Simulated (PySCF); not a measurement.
Run record: geometry optimisation, `BOC` (CH5BO).

Computed with PBE0-D3(BJ)/def2-SVP geometry optimisation, gas phase (PySCF 2.14.0). Start geometry: GFN2-xTB. The command runs a driver script over a list of jobs; the input below is this job's line of settings and its coordinates in Å.

Command:
```bash
OMP_NUM_THREADS=1 python probes_run.py task.json out
```

Input:
```
{"job": {"xc": "PBE0", "basis": "def2-SVP", "d3": "d3bj", "grid": 1, "shake": 0.01, "kind": "geom"}, "charge": 0, "multiplicity": 1}
B      1.346150    -0.187040     0.229670
O      0.200730     0.495280     0.453780
C     -1.062190     0.182570    -0.113770
H      1.406790    -1.097130    -0.496340
H      2.270830     0.236910     0.770660
H     -1.403710     1.053830    -0.672670
H     -0.973140    -0.685110    -0.767530
H     -1.730320    -0.018440     0.699220
```

Output:
```
step   0  E = -140.92633676  max force = 0.031271
step   1  E = -140.92994688  max force = 0.011917
step   2  E = -140.92993771  max force = 0.008027
step   3  E = -140.93050567  max force = 0.002318
step   4  E = -140.93059412  max force = 0.001247
step   5  E = -140.93062216  max force = 0.001679
step   6  E = -140.93067863  max force = 0.001805
step   7  E = -140.93071128  max force = 0.000505
step   8  E = -140.93071222  max force = 0.000177
optimisation converged
```

Energies in Eh; «max force» is the largest Cartesian gradient component in Eh/bohr.

Q: Give the first gradient maximum in eV/Å.

A: With 1 Eh/bohr = 51.422 eV/Å, 1.608 eV/Å.

Q: How much energy does the optimisation release, in kcal/mol?

A: E(step 0) − E(last step) = 0.004375 Eh, which is 2.7 kcal/mol.

In short: final energy -140.93071 Eh after 8 steps; dipole 1.82 D.

Q: Where do the atoms end?

A: 0.045 Å rms from the input after alignment:
```
atom  x, y, z in Å
B1     1.3602    0.0546    0.0502
O2     0.1803    0.5268    0.4702
C3    -1.0557    0.0154    0.0390
H4     1.4043   -0.8675   -0.7410
H5     2.3500    0.5874    0.4940
H6    -1.6246    0.8138   -0.4615
H7    -0.9256   -0.8287   -0.6584
H8    -1.6331   -0.3221    0.9131
```

Q: How long does this job take on Arm Neoverse N1, one thread, no GPU (shared host)? And the peak memory of the process?

A: About 14 s, with 0.30 GiB resident at the peak, the Python interpreter and its libraries included.
Labels such as C1 count atoms from 1, the log's own numbers from 0.
